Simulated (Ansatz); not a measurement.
Debugging a scan of the bond length of HSi (charge -1) (the Ansatz DFT code, driven from Python).

The cells in order, each with its output:

In [1]:
```python
import ansatz as az
from ase import Atoms
import matplotlib.pyplot as plt
import numpy as np
```

In [2]:
```python
BASIS_SET = "def2-SVP"
FUNCTIONAL = "HF"
NET_CHARGE = -1
```

In [3]:
```python
atoms = Atoms(["Si", "H"], positions=[
    (0.0, 0.0, 0.0),
    (0.0, 0.0, 1.535),
])
hsi = az.Crystal.molecule_from_ase(atoms)
```

In [4]:
```python
symbols = [site.symbol for site in hsi.cartesian_sites]
start = np.array([site.position_ang for site in hsi.cartesian_sites])
axis = (start[1] - start[0]) / np.linalg.norm(start[1] - start[0])
moving = [1]
lengths, energies = [1.3, 1.41, 1.54, 1.69, 1.92, 2.3, 2.76, 3.38], []
for length in lengths:
    xyz = start.copy()
    xyz[moving] += (length - np.linalg.norm(start[1] - start[0])) * axis
    point = az.Crystal.molecule()
    for symbol, place in zip(symbols, xyz):
        point = point.atom(symbol, place.tolist())
    calculation = point.calculation()
    calculation = calculation.basis(gaussian=BASIS_SET)
    calculation = calculation.functional(FUNCTIONAL)
    calculation = calculation.charge(NET_CHARGE)
    calculation = calculation.spin("collinear", total=2)
    calculation = calculation.hubbard("Si", "p", u_eff=4.0)
    summary = calculation.run().report
    energies.append(summary["free_energy_ev"])
    print(f"r = {length:6.3f} A  E = {energies[-1]:.5f} eV  <S^2> = {abs(summary['mean_field']['state']['spin_squared']):.3f}")
```
```text
Traceback (most recent call last):
  File "<cell 4>", line 18, in <module>
    summary = calculation.run().report
              ~~~~~~~~~~~~~~~^^
  ...
ansatz.RefusalError: invalid value for `basis.gaussian`: such a run doesn't read hamiltonian.hubbard; remove what it names
```

Find the fault and give the corrected session.

The fault: a Hubbard U isn't read in a Gaussian basis. Mended:

```diff
--- before
+++ after
@@
     calculation = calculation.spin("collinear", total=2)
-    calculation = calculation.hubbard("Si", "p", u_eff=4.0)
     summary = calculation.run().report
```

The cells in order, each with its output:

(earlier cells as before)

**Cell 4**
```python
symbols = [site.symbol for site in hsi.cartesian_sites]
start = np.array([site.position_ang for site in hsi.cartesian_sites])
axis = (start[1] - start[0]) / np.linalg.norm(start[1] - start[0])
moving = [1]
lengths, energies = [1.3, 1.41, 1.54, 1.69, 1.92, 2.3, 2.76, 3.38], []
for length in lengths:
    xyz = start.copy()
    xyz[moving] += (length - np.linalg.norm(start[1] - start[0])) * axis
    point = az.Crystal.molecule()
    for symbol, place in zip(symbols, xyz):
        point = point.atom(symbol, place.tolist())
    calculation = point.calculation()
    calculation = calculation.basis(gaussian=BASIS_SET)
    calculation = calculation.functional(FUNCTIONAL)
    calculation = calculation.charge(NET_CHARGE)
    calculation = calculation.spin("collinear", total=2)
    summary = calculation.run().report
    energies.append(summary["free_energy_ev"])
    print(f"r = {length:6.3f} A  E = {energies[-1]:.5f} eV  <S^2> = {abs(summary['mean_field']['state']['spin_squared']):.3f}")
```
Output:
```text
r =  1.300 A  E = -7872.90413 eV  <S^2> = 2.033
r =  1.410 A  E = -7873.38390 eV  <S^2> = 2.031
r =  1.540 A  E = -7873.56285 eV  <S^2> = 2.030
r =  1.690 A  E = -7873.47517 eV  <S^2> = 2.028
r =  1.920 A  E = -7873.07291 eV  <S^2> = 2.027
r =  2.300 A  E = -7872.31239 eV  <S^2> = 2.166
r =  2.760 A  E = -7871.79105 eV  <S^2> = 2.611
r =  3.380 A  E = -7871.50934 eV  <S^2> = 2.877
```

**Cell 5**
```python
print("energy above the lowest point (eV):", [round(e - min(energies), 3) for e in energies])
plt.figure(figsize=(4.5, 3))
plt.plot(lengths, np.array(energies) - min(energies), "o-")
plt.xlabel("bond length (A)")
plt.ylabel("E - E(min) (eV)")
plt.tight_layout()
plt.savefig("scan.png", dpi=100)
```
Output:
```text
energy above the lowest point (eV): [0.659, 0.179, 0.0, 0.088, 0.49, 1.25, 1.772, 2.054]
```

Caveats:
- Total energies depend on the basis set; only differences at equal settings carry meaning.
- The basis set is modest, and single-reference methods fail as a bond breaks.
- The species is open-shell (spin multiplicity 3).
- The expectation value of S² is noticeably off S(S+1) in at least one run, so that state is spin-contaminated.
- Hartree-Fock leaves correlation out, so bond, atomisation and ionisation energies come out well too low.
- The spin state was assumed, and another may lie lower.
- Anions want diffuse functions, which this basis lacks.
- Wall time of the script: 1.7 s on 1 thread of Arm Neoverse V2, on a shared host, peak memory 0.17 GiB.
